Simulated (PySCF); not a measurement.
**Cost of excited-state runs on SMILES O=[PH]1C=CC=C1, C4H5OP**

Bonds (- single, = double, # triple, : aromatic): O1=P2 1.463 Å, P2-C3 1.811 Å, C3=C4 1.338 Å, C4-C5 1.457 Å, C5=C6 1.338 Å, C6-P2 1.811 Å. P2 carries H7; C3 carries H8; C4 carries H9; C5 carries H10; C6 carries H11.

PySCF with density fitting, on 1 thread of an AMD EPYC 9R45 96-Core, shared host. Command: `OMP_NUM_THREADS=1 python excited_run.py task.json out`

Problem. How long does each of these runs take, and how much memory?
- magnetisability and related constants, CAM-B3LYP/pcSseg-1; isotopologues; writes grids
- magnetisability and related constants, PBE0/pcSseg-0; damping 0.1; fitting basis def2-universal-jkfit
- magnetisability and related constants, wB97X/3-21G; damping 0.2

Solution. 
```
                                  run               level  basis functions  wall time  peak memory (GiB)
magnetisability and related constants  CAM-B3LYP/pcSseg-1              134       11 s               0.69
magnetisability and related constants       PBE0/pcSseg-0               68      3.9 s               0.55
magnetisability and related constants         wB97X/3-21G               68      3.8 s               0.55
```
Times from a shared host are rough.
